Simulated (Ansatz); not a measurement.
**CH2 (triplet): basis-set convergence**

An exercise on one series of results from a longer session: the logs are not shown, and one member is left open.

Computed with Ansatz 0.2.0, Gaussian basis. Level: one geometry, several basis sets.

Plan: PBE0-D4/def2-SVP; ωB97M-V/def2-SVP; PBE0-D4/def2-QZVPP; ωB97M-V/def2-QZVPP; CCSD(T)/cc-pV(D+d)Z; CCSD(T)/cc-pV(T+d)Z; CCSD(T)/cc-pV(Q+d)Z; the functionals' def2-TZVPP values are taken from earlier runs.

## The geometry

An earlier PBE0-D4 in a triple-zeta def2 set relaxation fixed the geometry.

SMILES `[CH2] m3`, 3 atoms, charge 0, spin multiplicity 3.

Atoms are counted from 1 here; the program's logs count them from 0.

Bond lengths: C1–H2 1.079 Å, C1–H3 1.079 Å. Angles: H2–C1–H3 134.8°.

Set-up of the first run:

in.yaml

```yaml
crystal:
  periodic: [false, false, false]
  atoms:
    - {symbol: C, position_ang: [0.000000, 0.000000, 0.092389]}
    - {symbol: H, position_ang: [0.000000, 0.996169, -0.322146]}
    - {symbol: H, position_ang: [-0.000000, -0.996169, -0.322146]}
basis:
  gaussian: {orbitals: def2-SVP}
magnetization: {spin_polarized: true, initial_magnetization: 2}
hamiltonian: {xc: pbe0, dispersion: d4}
output: {orbitals: {seedname: orbitals}}
```

Started as:

```sh
$ ansatz run in.yaml --threads 2 --pin off --events-out ev --progress --plain --max-ram 32768MiB --backend cpu
```

Among the steps run: PBE0-D4 in def2-SVP; ωB97M-V in def2-SVP; PBE0-D4 in def2-QZVPP; ωB97M-V in def2-QZVPP.

One of the session's tables, all rows but one given; the rest of the session is left out.

It belongs to the step «Density functionals: the series». 

```
functional       basis  HOMO (eV)
   PBE0-D4    def2-SVP      -7.09
   PBE0-D4  def2-TZVPP      -7.17
   PBE0-D4  def2-QZVPP      -7.19
   ωB97M-V    def2-SVP      -9.19
   ωB97M-V  def2-TZVPP          ?
   ωB97M-V  def2-QZVPP      -9.33
```

Q: Estimate the row for ωB97M-V, def2-TZVPP from the others.

As computed: HOMO (eV): -9.32. In the column «HOMO (eV)» it lies between ωB97M-V, def2-QZVPP (-9.33) and ωB97M-V, def2-SVP (-9.19).
